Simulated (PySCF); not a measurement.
# From one method to the next for SiO

What do other methods print for SiO?

Computed with PySCF 2.14.0. Level: each script names its method and basis.

3 further runs of the same task are left out: 3 that didn't finish.

**1. Starting geometry**

SiO: 2 atoms, charge 0, spin multiplicity 1.

Bond lengths: Si1–O2 1.467 Å.

**2. The base run**

Contents of input.py:

```python
from pyscf import gto, scf, cc

mol = gto.M(
    atom='Si 0 0 0; O 0 0 1.467',
    basis='6-31g*',
    charge=0,
    spin=0,
    verbose=3,
)
mf = scf.RHF(mol)
mf.kernel()
mycc = cc.CCSD(mf, frozen=6)
mycc.kernel()
e = mycc.ipccsd(nroots=6)[0]
print('roots (eV) =', (e*27.211386).round(3))
mf.dip_moment()
print('orbital energies (hartree):', mf.mo_energy[..., max(0, mol.nelec[1]-3):mol.nelec[0]+3].round(4))
```

Started as:

```sh
$ OMP_NUM_THREADS=1 python input.py
```

**3. Revtpss (RKS)**

Edit 1 changes functional: none (Hartree–Fock) → revtpss; SCF type: RHF → RKS; step after the SCF: eomip → analyze.

Contents of input.py:

```python
from pyscf import gto, dft

mol = gto.M(
    atom='Si 0 0 0; O 0 0 1.467',
    basis='6-31g*',
    charge=0,
    spin=0,
    verbose=3,
)
mf = dft.RKS(mol, xc='revtpss')
mf.kernel()
mf.analyze()
print('orbital energies (hartree):', mf.mo_energy[..., max(0, mol.nelec[1]-3):mol.nelec[0]+3].round(4))
```

**4. Number of roots 15**

Edit 2 changes number of roots: 6 → 15.

input.py: that of step 2 with these lines changed.

```diff
@@ -13,3 +13,3 @@
 mycc.kernel()
-e = mycc.ipccsd(nroots=6)[0]
+e = mycc.ipccsd(nroots=15)[0]
 print('roots (eV) =', (e*27.211386).round(3))
```

**5. Number of roots 10**

Edit 3 changes number of roots: 6 → 10.

input.py: that of step 2 with these lines changed.

```diff
@@ -13,3 +13,3 @@
 mycc.kernel()
-e = mycc.ipccsd(nroots=6)[0]
+e = mycc.ipccsd(nroots=10)[0]
 print('roots (eV) =', (e*27.211386).round(3))
```

**6. Geometry optimisation**

Edit 4 changes step after the SCF: eomip → optimize.

Contents of input.py:

```python
from pyscf import gto, scf
from pyscf.geomopt.geometric_solver import optimize

mol = gto.M(
    atom='Si 0 0 0; O 0 0 1.467',
    basis='6-31g*',
    charge=0,
    spin=0,
    verbose=3,
)
mf = scf.RHF(mol)
mf.kernel()
mol_eq = optimize(mf, maxsteps=30)
print('optimised geometry (angstrom)')
print(mol_eq.tostring('raw'))
print('orbital energies (hartree):', mf.mo_energy[..., max(0, mol.nelec[1]-3):mol.nelec[0]+3].round(4))
```

**7. CCSD**

Edit 5 changes step after the SCF: eomip → ccsd.

input.py: that of step 2 with these lines changed.

```diff
@@ -13,4 +13,2 @@
 mycc.kernel()
-e = mycc.ipccsd(nroots=6)[0]
-print('roots (eV) =', (e*27.211386).round(3))
 mf.dip_moment()
```

**8. MP2**

Edit 6 changes step after the SCF: eomip → mp2; frozen orbitals: 6 → none.

Contents of input.py:

```python
from pyscf import gto, scf, mp

mol = gto.M(
    atom='Si 0 0 0; O 0 0 1.467',
    basis='6-31g*',
    charge=0,
    spin=0,
    verbose=3,
)
mf = scf.RHF(mol)
mf.kernel()
mp.MP2(mf).kernel()
mf.dip_moment()
print('orbital energies (hartree):', mf.mo_energy[..., max(0, mol.nelec[1]-3):mol.nelec[0]+3].round(4))
```

What does the calculation give? Wanted: for each run, E(SCF); from base; gap; SCF dipole; after the SCF.

The runs gave:

| run | E(SCF) (hartree) | from base (eV) | gap (eV) | SCF dipole (D) | after the SCF |
| --- | --- | --- | --- | --- | --- |
| base | -363.776588 | 0 | 13.35 | 3.16 | CCSD correlation -7.211 eV, core frozen, first root 11.19 eV |
| revtpss (RKS) | -364.576450 | not comparable | 5.15 | 2.19 | n/a |
| number of roots 15 | -363.776588 | 0.0000 | 13.35 | 3.16 | CCSD correlation -7.211 eV, core frozen, first root 11.19 eV |
| number of roots 10 | -363.776588 | 0.0000 | 13.35 | 3.16 | CCSD correlation -7.211 eV, core frozen, first root 11.19 eV |
| geometry optimisation | -363.776588 | 0.0000 | 13.35 | n/a | bond 1.488 Å, -0.017 eV |
| CCSD | -363.776588 | 0.0000 | 13.35 | 3.16 | CCSD correlation -7.211 eV, core frozen |
| MP2 | -363.776588 | 0.0000 | 13.35 | 3.16 | MP2 correlation -7.283 eV |

SCF columns refer to the geometry typed in the script.

In words: A lower total energy from another functional means nothing by itself.
